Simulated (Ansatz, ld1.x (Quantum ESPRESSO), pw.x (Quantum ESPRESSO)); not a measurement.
pw.x on bcc C: one setting changed

Potential: norm-conserving Troullier–Martins (Kleinman–Bylander form), ld1.x (Quantum ESPRESSO) 7.5, PBEsol; core [He], reference 2s2 2p2; waves: 2p (bound): rc 2.35 bohr; 3d channel at -0.1 Ry: rc 2.35 bohr; 2s (bound): rc 1.42 bohr; local part: the s channel; core correction: none.

The reference run (k-mesh 18³, cutoffs 85/340 Ry, Fermi–Dirac 0.01 Ry, mixing_beta 0.4, conv_thr 1e-9, no spin) gives 3.60 GPa at 6.314 Å³/atom, where all-electron LAPW gives 4.37 GPa. This run, with its own iteration cap, changes diagonalization to paro.

```
&control
  calculation='scf', prefix='x', pseudo_dir='./', outdir='./tmp', tstress=.true., disk_io='none'
/
&system
  ibrav=0, nat=1, ntyp=1, ecutwfc=85, ecutrho=340, nbnd=9,
  occupations='smearing', smearing='fd', degauss=0.01
/
&electrons
  conv_thr=1e-09, mixing_beta=0.4, electron_maxstep=60, diagonalization='paro'
/
ATOMIC_SPECIES
C 1.0 C.UPF
CELL_PARAMETERS angstrom
  -1.16434459 1.16434459 1.16434459
  1.16434459 -1.16434459 1.16434459
  1.16434459 1.16434459 -1.16434459
ATOMIC_POSITIONS crystal
C 0.0000 0.0000 0.0000
K_POINTS automatic
18 18 18 0 0 0
```

```bash
pw.x < C.scf.in > C.scf.out
```

Task: How does the run end?

Result: It converges in 5 iterations; the free energy moves by +0.0 meV/atom and the pressure by +0.00 GPa. The result is that of the reference run.

```
Message from routine setup:
     using ibrav=0 with symmetry is DISCOURAGED, use correct ibrav instead
     lattice parameter (alat)  =       3.8110  a.u.
     unit-cell volume          =      42.6090 (a.u.)^3
     number of electrons       =         4.00
     number of Kohn-Sham states=            9
     kinetic-energy cutoff     =      85.0000  Ry
     charge density cutoff     =     340.0000  Ry
     scf convergence threshold =      1.0E-09
     Exchange-correlation= PBESOL
     number of k points=   195  Fermi-Dirac smearing, width (Ry)=  0.0100
     iteration #  1     ecut=    85.00 Ry     beta= 0.40
     total energy              =     -10.99862849 Ry
     estimated scf accuracy    <       0.00072372 Ry
     iteration #  2     ecut=    85.00 Ry     beta= 0.40
     total energy              =     -10.99868877 Ry
     estimated scf accuracy    <       0.00025740 Ry
     iteration #  3     ecut=    85.00 Ry     beta= 0.40
     total energy              =     -10.99869360 Ry
     estimated scf accuracy    <       0.00000144 Ry
     iteration #  4     ecut=    85.00 Ry     beta= 0.40
     total energy              =     -10.99869367 Ry
     estimated scf accuracy    <          1.4E-09 Ry
     iteration #  5     ecut=    85.00 Ry     beta= 0.40
     the Fermi energy is    12.6455 ev
!    total energy              =     -10.99869367 Ry
     estimated scf accuracy    <          1.1E-11 Ry
     smearing contrib. (-TS)   =      -0.00153522 Ry
     The total energy is F=E-TS. E is the sum of the following terms:
     one-electron contribution =       5.22195776 Ry
     hartree contribution      =       0.26156256 Ry
     xc contribution           =      -3.24886115 Ry
     ewald contribution        =     -13.23181761 Ry
     convergence has been achieved in   5 iterations
          total   stress  (Ry/bohr**3)                   (kbar)     P=       35.95
     Message from routine punch:
     Nothing written, as per user request (disk_io='none')
```

The run took about 11 s on one core of a shared server CPU.
